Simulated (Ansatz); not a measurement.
# FH₃OSi (SMILES O[SiH2]F): a rigid scan of the bond length Si2–H5

An exercise on one series of results from a longer session: the logs are not shown, and one member is left open.

Computed with Ansatz 0.2.0, Gaussian basis. Level: single points in def2-TZVPP.

Levels: PBE-D4, r2SCAN-D4, PBE0-D4, B3LYP-D4, wB97M-V, Hartree-Fock, MP2, CCSD, CCSD(T). The scan takes 1.209, 1.271, 1.362, 1.468, 1.586, 1.713, 1.848, 1.990, 2.138 Å.

Correlated methods freeze the cores. B3LYP uses VWN-RPA correlation.

28 further runs of the same task are left out: 28 set aside as unsound or not needed.

## Where the work starts

The minimum, relaxed at PBE0-D4: SMILES `O[SiH2]F`, 6 atoms, charge 0, spin multiplicity 1.

Atoms are counted from 1 here; the program's logs count them from 0.

Bond lengths: O1–Si2 1.630 Å, O1–H4 0.958 Å, Si2–F3 1.596 Å, Si2–H5 1.474 Å, Si2–H6 1.482 Å. Angles: Si2–O1–H4 119.1°, O1–Si2–F3 111.0°, O1–Si2–H5 106.4°, O1–Si2–H6 111.7°, F3–Si2–H5 108.2°, F3–Si2–H6 106.0°, H5–Si2–H6 113.7°.

Geometry (Å):

```mol
FH3OSi
  3D, bonds by distance, orders not assigned

  6  5  0  0  0  0  0  0  0  0999 V2000
   -0.8535   -0.2092   -0.9241 O   0  0
    0.3783   -0.0093    0.1239 Si  0  0
    0.1808   -0.9228    1.4178 F   0  0
   -1.7142    0.1502   -0.7056 H   0  0
    1.5956   -0.4585   -0.5758 H   0  0
    0.4551    1.3856    0.6176 H   0  0
  1  2  8  0
  1  4  8  0
  2  3  8  0
  2  5  8  0
  2  6  8  0
M  END
```

Energies of the minimum (eV), from earlier single points: PBE-D4 -12686.91185, r2SCAN-D4 -12693.06488, PBE0-D4 -12687.74621, B3LYP-D4 -12696.71960, wB97M-V -12693.97075, CCSD(T) -12676.33376.

At the minimum the bond length Si2–H5 is 1.474 Å.

Set-up of the first run:

Input file ccsdt-tzvpp/in.yaml:

```yaml
crystal:
  periodic: [false, false, false]
  atoms:
    - {symbol: O, position_ang: [-0.853521, -0.209157, -0.924109]}
    - {symbol: Si, position_ang: [0.378261, -0.009305, 0.123877]}
    - {symbol: F, position_ang: [0.180808, -0.922814, 1.417814]}
    - {symbol: H, position_ang: [-1.714238, 0.150164, -0.705640]}
    - {symbol: H, position_ang: [1.376619, -0.377713, -0.449915]}
    - {symbol: H, position_ang: [0.455088, 1.385633, 0.617631]}
basis:
  gaussian: {orbitals: def2-TZVPP}
correlation: {method: ccsd_t}
```

The command line of these runs was not kept.

Steps of the session up to this table: Si2–H5 = 1.209 Å; Si2–H5 = 1.271 Å; Si2–H5 = 1.362 Å; Si2–H5 = 1.468 Å; Si2–H5 = 1.586 Å; Si2–H5 = 1.713 Å; Si2–H5 = 1.848 Å; Si2–H5 = 1.990 Å; Si2–H5 = 2.138 Å.

One of the session's tables, all rows but one given; the rest of the session is left out.

It belongs to the step «The curves». Energies less that of the minimum at the same level (meV):

```
bond length (Å)  PBE-D4  PBE0-D4  B3LYP-D4  wB97M-V  Hartree-Fock
          1.209    1032      994       959      943           955
          1.271     558      526       501      487           490
          1.362     158      139       127      118           114
          1.468       1        0         0       -1            -1
1.474 (minimum)       0        0         0        0             0
          1.586       ?        ?         ?        ?             ?
          1.713     331      384       392      426           467
          1.848     705      793       795      858           938
          1.990    1153     1281      1275     1364          1493
          2.138    1634     1805      1789     1901          2089
```

Q: Estimate the row for bond length (Å) = 1.586 from the others.

As computed: PBE-D4: 77; PBE0-D4: 100; B3LYP-D4: 107; wB97M-V: 120; Hartree-Fock: 134.

Limits of these values: A polynomial through the near points puts the CCSD(T) minimum 0.008 Å below the PBE0-D4 value.
